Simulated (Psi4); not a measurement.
# wB97X-D/cc-pVTZ (sweep point 3) run of C2H3B (BH2(CCH))

Aim: the vertical ionisation energy of C2H3B (BH2(CCH)) at wB97X-D/cc-pVTZ (sweep point 3), from 2 runs. 

The results are computed with Psi4 1.11.

4 further runs of the same task are left out: 4 set aside as unsound or not needed.

## Step 1: The structure to begin with

C2H3B has 6 atoms, charge 0, and is taken as a singlet. As SMILES, `[H]B([H])C#C`. The coordinates come from a GFN2-xTB relaxation.

Bond lengths: B1–C4 1.497 Å, C4–C5 1.207 Å, B1–H2 1.170 Å, B1–H3 1.170 Å, C5–H6 1.052 Å. Angles: B1–C4–C5 179.9°, H2–B1–C4 119.5°, H3–B1–C4 119.5°, C4–C5–H6 179.8°, H2–B1–H3 121.0°.

## Step 2: The energy at wB97X-D/cc-pVTZ (sweep point 3)

The input, job.in:

```
memory 1600 mb

molecule {
  0 1
  B      0.568000     0.981560     0.005360
  H      1.733690     0.971960     0.100340
  H     -0.021130     1.988210    -0.085920
  C     -0.181700    -0.313780    -0.000530
  C     -0.784880    -1.359230    -0.006870
  H     -1.313990    -2.268710    -0.012390
  symmetry c1
}

set basis cc-pVTZ
set puream true
set scf_type pk
set dft_radial_points 35
set dft_spherical_points 110

e_tot = energy('wb97x-d')
```

Launch:

```
$ psi4 -n 1 job.in job.out
```

job.out:

```text
[...]
  Running in c1 symmetry.
[...]
  Nuclear repulsion =   47.010411207859988
[...]
  Multiplicity = 1
[...]
  Nalpha       = 10
  Nbeta        = 10
[...]
    Number of basis functions: 132
[...]
   @RKS iter   1:  -102.66206677019385   -9.30759e-01   3.61850e-03 ADIIS/DIIS
[...]
   @RKS iter   7:  -102.77395676603379   -7.33230e-07   7.72214e-07 DIIS
[...]
    Orbital Energies [Eh]
    ---------------------
    Doubly Occupied:
       1A    -10.307092     2A    -10.285116     3A     -6.872395
       4A     -0.862184     5A     -0.680230     6A     -0.613810
       7A     -0.489293     8A     -0.467221     9A     -0.394863
      10A     -0.365228
[...]
  @RKS Final Energy:  -102.77395676603379
   => Energetics <=
    Nuclear Repulsion Energy =             47.0104112078599883
    One-Electron Energy =                -229.5298409987471473
    Two-Electron Energy =                  90.6030550648838471
    DFT Exchange-Correlation Energy =     -10.8567362463803239
    Empirical Dispersion Energy =          -0.0008457936501509
    VV10 Nonlocal Energy =                  0.0000000000000000
    Total Energy =                       -102.7739567660337912
[...]
 Multipole Moments:
 ------------------------------------------------------------------------------------
     Multipole            Electronic (a.u.)      Nuclear  (a.u.)        Total (a.u.)
 ------------------------------------------------------------------------------------
 L = 1.  Multiply by 2.5417464519 to convert [e a0] to [Debye]
 Dipole X            :         -0.2488824            0.0735954           -0.1752870
 Dipole Y            :         -0.4321952            0.1311336           -0.3010616
 Dipole Z            :         -0.0000183           -0.0018526           -0.0018709
 Magnitude           :                                                    0.3483778
[...]
```

Wall time 17 s (1 thread of Intel Xeon Platinum 8488C (Sapphire Rapids), shared host); peak memory 1.2 GiB.

## Step 3: The doublet cation

The input, c2h3b.in:

```
memory 1600 mb

molecule geom {
  1 2
  B      0.568000     0.981560     0.005360
  H      1.733690     0.971960     0.100340
  H     -0.021130     1.988210    -0.085920
  C     -0.181700    -0.313780    -0.000530
  C     -0.784880    -1.359230    -0.006870
  H     -1.313990    -2.268710    -0.012390
  symmetry c1
}

set {
  basis                cc-pVTZ
  reference            uks
  puream               true
  scf_type             pk
  dft_radial_points    35
  dft_spherical_points 110
  maxiter              150
}

energy('wb97x-d')
print_variables()
```

Launch:

```
$ psi4 -n 1 c2h3b.in c2h3b.out
```

c2h3b.out:

```text
[...]
  Running in c1 symmetry.
[...]
  Nuclear repulsion =   47.010411207859988
[...]
  Multiplicity = 2
[...]
  Nalpha       = 10
  Nbeta        = 9
[...]
    Number of basis functions: 132
[...]
   @UKS iter   1:  -102.31665763169110   -5.85350e-01   2.65306e-03 DIIS/ADIIS
[...]
   @UKS iter  10:  -102.38641131258301   -2.51292e-08   2.62580e-07 DIIS
[...]
   @S^2 Observed:                7.559938291E-01
[...]
    Orbital Energies [Eh]
    ---------------------
    Alpha Occupied:
       1A    -10.644028     2A    -10.614206     3A     -7.130635
       4A     -1.198698     5A     -0.960866     6A     -0.897893
       7A     -0.749341     8A     -0.748248     9A     -0.698170
      10A     -0.670058
    Alpha Virtual:
      11A     -0.265509    12A     -0.192604    13A     -0.098038
      14A     -0.052285    15A     -0.032888    16A      0.017858
      17A      0.027965    18A      0.044299    19A      0.080428
      20A      0.088410    21A      0.093702    22A      0.118188
      23A      0.171866    24A      0.210641    25A      0.214619
[...]
  @UKS Final Energy:  -102.38641131258301
   => Energetics <=
    Nuclear Repulsion Energy =             47.0104112078599883
    One-Electron Energy =                -223.7159806924877330
    Two-Electron Energy =                  85.0127474089833726
    DFT Exchange-Correlation Energy =     -10.6927434432884763
    Empirical Dispersion Energy =          -0.0008457936501509
    VV10 Nonlocal Energy =                  0.0000000000000000
    Total Energy =                       -102.3864113125830073
[...]
 Multipole Moments:
 ------------------------------------------------------------------------------------
     Multipole            Electronic (a.u.)      Nuclear  (a.u.)        Total (a.u.)
 ------------------------------------------------------------------------------------
 L = 1.  Multiply by 2.5417464519 to convert [e a0] to [Debye]
 Dipole X            :         -0.3033223            0.0735954           -0.2297269
 Dipole Y            :         -0.5273988            0.1311336           -0.3962652
 Dipole Z            :         -0.0007270           -0.0018526           -0.0025796
 Magnitude           :                                                    0.4580472
[...]
```

Run time: 26 s. Hardware: 1 thread of Intel Xeon Platinum 8488C (Sapphire Rapids), shared host; peak memory 1.2 GiB.

## Step 4: Outcome

Level: wB97X-D/cc-pVTZ (sweep point 3).

```
                                          quantity          value
                       singlet C2H3B: total energy  -102.77396 Eh
                      singlet C2H3B: dipole moment         0.89 D
                        singlet C2H3B: HOMO energy       -9.94 eV
                        singlet C2H3B: LUMO energy       -0.47 eV
                      singlet C2H3B: HOMO–LUMO gap        9.47 eV
                  singlet C2H3B: dispersion energy   -2.22 kJ/mol
                      doublet cation: total energy  -102.38641 Eh
doublet cation: HOMO energy (highest over α and β)      -18.23 eV
 doublet cation: LUMO energy (lowest over α and β)      -11.14 eV
                 doublet cation: dispersion energy   -2.22 kJ/mol
                              doublet cation: ⟨S²⟩          0.756
vertical ionisation energy (to the doublet cation)      10.546 eV
```

The vertical ionisation energy comes to 10.55 eV (1018 kJ/mol). −ε(HOMO) before ionisation, 9.94 eV, is 0.61 eV below this ionisation energy.
